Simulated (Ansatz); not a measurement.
Reaction (isomerisation): `CCC(C)CS` → `CC(C)C(C)S`

Isolated molecules relaxed with PBE0-D4/def2-TZVP in Ansatz; ΔE leaves out vibrations. CCSD(T)/CBS is the MP2 limit (def2-TZVPP, def2-QZVPP) plus CCSD(T) − MP2 in def2-TZVPP, frozen cores. One conformer a species, not always the lowest.

```json
{"species": "`CCC(C)CS`", "CCSD/def2-TZVPP energy (Eh)": "-595.08295"}
{"species": "`CC(C)C(C)S`", "CCSD/def2-TZVPP energy (Eh)": "-595.08366"}
```

(1) Work out ΔE.

Largest T1 diagnostic among the species: 0.009.

Results:

(1) ΔE = (-595.08366) − (-595.08295) = -0.00071 Eh = -0.4 kcal/mol. CCSD(T)/CBS gives -1.0 kcal/mol.

In def2-TZVPP, CCSD(T) changes the Hartree–Fock value by −2.0 kcal/mol (the triples alone add −0.4 kcal/mol) and MP2 by −2.6 kcal/mol. Leaving LDA and LC-ωPBE aside and taking each functional with its dispersion term where it has one, the values, not all of them listed here, spread over 0.6 kcal/mol, from revPBE-D4 to B2PLYP. LDA lies −1.4 kcal/mol from PBE without D4.
